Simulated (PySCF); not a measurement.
Compound: C4H11P.
SMILES with atom numbers: `[CH2:1]=[P:2]([CH3:3])([CH3:4])[CH3:5]` (hydrogens: H6, H7 on C1; H8, H9, H10 on C3; H11, H12, H13 on C4; H14, H15, H16 on C5)

Computed with core-valence-separated Tamm–Dancoff BHandHLYP/aug-pcX-1 (pcseg-1 on H, def2-SVPD on P) in PySCF, non-relativistic, gas phase, PBE0-D3(BJ)/def2-SVP geometry.

Computed carbon K-edge spectrum, Gaussian lines of 0.3 eV full width, highest printed point 100; it ends one width below the last computed root. The energies are unshifted.

photon energy (eV), absorption and a bar:
```
    283.8          0 
    283.9          1 
    284.0          3 #
    284.1          8 ##
    284.2         10 ###
    284.3          7 ##
    284.4          5 ##
    284.5         14 ####
    284.6         35 ##########
    284.7         52 ################
    284.8         47 ##############
    284.9         28 #########
    285.0         16 #####
    285.1          9 ###
    285.2          9 ###
    285.3         14 ####
    285.4         20 ######
    285.5         23 #######
    285.6         26 ########
    285.7         23 #######
    285.8         18 #####
    285.9         26 ########
    286.0         58 #################
    286.1        100 ##############################
```

Q: Assign the maxima to core holes.

A: 3 maxima:
- 284.2 eV: C1 (carbon bonded to P and 2 H), 284.19 eV, f = 0.009, 100 % of the height at the exact maximum
- 284.7 eV: C1 (carbon bonded to P and 2 H), 284.69 eV, f = 0.031, 62 % of the height at the exact maximum; C1 (carbon bonded to P and 2 H), 284.77 eV, f = 0.019, 36 % of the height at the exact maximum
- 285.6 eV: C4/C5 (sp3 carbon bound to phosphorus), 285.65 eV, f = 0.021, sum of 2, 84 % of the height at the exact maximum; C3 (sp3 carbon bound to phosphorus), 285.41 eV, f = 0.012, 12 % of the height at the exact maximum

Further lines of some strength in the range: C1, 285.01 eV, f = 0.008; C3, 286.07 eV, f = 0.030.

Roots within 0.03 eV on the same or equivalent atoms count as one line; shares under 12 % aren't listed.

Vibrational structure and lifetime widths aren't in the curve. The ionisation threshold wasn't computed; near and above it a finite basis only mimics Rydberg series and continuum.
